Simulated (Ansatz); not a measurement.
Input file:

```yaml
crystal:
  periodic: [false, false, false]
  atoms:
    - {symbol: Sb, position_ang: [0.000000, -0.013638, 0.000000]}
    - {symbol: H, position_ang: [0.000000, 0.823741, -1.468803]}
    - {symbol: H, position_ang: [0.000000, 0.823741, 1.468803]}
basis:
  gaussian: {orbitals: def2-SVP}
total_charge: 1
correlation: {method: fci, electrons: outside_noble_gas}
```

```sh
$ ansatz run in.yaml --threads 1 --pin off --events-out ev --progress --plain --max-ram 2393MiB
```

Output:

```
760 factors; integrals over basis functions are off by at most 1.7e-7 eV
mean field evaluation 1: about -6532.4756 eV, gradient 6.8e0 eV
mean field evaluation 2: about -6532.4787 eV, gradient 6.8e0 eV
mean field evaluation 4: about -6532.6863 eV, gradient 2.4e-1 eV
mean field evaluation 8: about -6532.6859 eV, gradient 2.0e-3 eV
mean field -6532.68593781 eV, -240.0717802009 hartree, gradient 2.2e-7 eV, S^2 0.000000; 0 other end points of the search recorded, 0 dependent functions left out; unrestricted orbitals would lower it
mean field evaluation 16: about -6532.8560 eV, gradient 3.8e-1 eV
9 core orbitals not correlated: weight in the atoms' cores, before any rotation towards them, 0.999 or more for the frozen orbitals, at most 0.000 for the correlated occupied ones
reference -6532.68593781 eV, -240.0717802009 hartree; 3, 3 occupied and 24, 24 virtual orbitals, 760 factors
state -6535.59117240 eV, -240.1785456030 hartree
Total energy: -6535.59117240 eV, -240.1785456030 hartree
```

Natural occupations: 1.9621 1.9448 1.9012 0.0619 0.0448 0.0378 0.0094 0.0066 0.0061 0.0059 0.0045 0.0038 0.0031 0.0022 0.0014 0.0010 0.0008 0.0008 0.0006 0.0006 0.0004 0.0002 0.0001 0.0000.

Ran on 1 thread of Intel Xeon 6975P-C, shared host: 5.5 s wall, 0.28 GiB peak host memory.
